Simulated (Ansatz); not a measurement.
# ClH3Si, SMILES [SiH3]Cl: a composite energy at a relaxed geometry

With Ansatz 0.2.0, Python API.

Run as a notebook:

**Cell 1**
```python
from dataclasses import dataclass
import itertools

import ansatz as az
from ase.data import atomic_numbers, covalent_radii
import numpy as np


@dataclass
class Settings:
    basis_set: str = "def2-SVP"
    xc: str = "r2scan"
```

**Cell 2**
```python
settings = Settings()
```

**Cell 3**
```python
GEOMETRY = """
Si   -0.08670   -0.01620   -0.01270
Cl    1.81050   -0.50800    0.29600
H    -0.97700   -0.48080    1.09710
H    -0.49950   -0.57200   -1.30840
H    -0.19750    1.50340   -0.11350
"""
```

**Cell 4**
```python
geometry = az.Crystal.molecule()
for line in GEOMETRY.strip().splitlines():
    symbol, *xyz = line.split()
    geometry = geometry.atom(symbol, [float(v) for v in xyz])

base = (
    geometry.calculation()
    .basis(gaussian=settings.basis_set)
    .functional(settings.xc)
)
symbols = [site.symbol for site in geometry.cartesian_sites]
start = np.array([site.position_ang for site in geometry.cartesian_sites], dtype=float)
r = base.relax(force_tolerance=0.01).run(threads=1).report
end = np.array(r["positions_ang"])
radius = [covalent_radii[atomic_numbers[s]] for s in symbols]
span = lambda where, i, j: np.linalg.norm(where[i] - where[j])
bonded = [(i, j) for i, j in itertools.combinations(range(len(symbols)), 2) if min(span(start, i, j), span(end, i, j)) < 1.2 * (radius[i] + radius[j])]
print("pair        before    after (A)")
for i, j in bonded:
    print(f"{symbols[i]}{i}-{symbols[j]}{j}".ljust(10), f"{span(start, i, j):8.4f} {span(end, i, j):8.4f}")
```
Output:
```text
pair        before    after (A)
Si0-Cl1      1.9841   2.0716
Si0-H2       1.4967   1.4881
Si0-H3       1.4691   1.4881
Si0-H4       1.5270   1.4881
```

**Cell 5**
```python
minimum = az.Crystal.molecule()
for symbol, place in zip(symbols, end):
    minimum = minimum.atom(symbol, place.tolist())
at_minimum = minimum.calculation()
level = lambda method, basis: at_minimum.basis(gaussian=basis).correlation(method).run(threads=1).report
small, large, cluster = level("mp2", "cc-pVDZ"), level("mp2", "cc-pVTZ"), level("ccsd_t", "cc-pVDZ")
corr = lambda each: (each["free_energy_ev"] - each["reference_energy_ev"]) / 27.211386246
mp2_limit = (27 * corr(large) - 8 * corr(small)) / 19
pieces = {"HF / cc-pVTZ": large["reference_energy_ev"] / 27.211386246, "MP2 correlation, DZ-TZ limit": mp2_limit, "CCSD(T) - MP2 / cc-pVDZ": corr(cluster) - corr(small)}
for name, value in pieces.items():
    print(f"{name:32s} {value:14.6f} Ha")
print(f"{'sum':32s} {sum(pieces.values()):14.6f} Ha")
print("T1 diagnostic", round(cluster["correlation"]["coupled_cluster"]["t1_diagnostic"], 4))
```
Output:
```text
HF / cc-pVTZ                        -750.257790 Ha
MP2 correlation, DZ-TZ limit          -0.352355 Ha
CCSD(T) - MP2 / cc-pVDZ               -0.040371 Ha
sum                                 -750.650517 Ha
T1 diagnostic 0.0086
```

What to keep in mind:
- Total energies depend on the basis set; only differences at equal settings carry meaning.
- The sum leaves out core correlation, relativity, the Hartree-Fock basis error and zero-point energy; a DZ-TZ extrapolation is rough.
- Inner cores stay frozen, so this is valence correlation.
- For Al to Cl the sets with a tight d function, cc-pV(X+d)Z, are usual.
- The whole script took 14 s on 1 thread of Arm Neoverse V1, with other jobs on the host, peak memory 0.23 GiB.
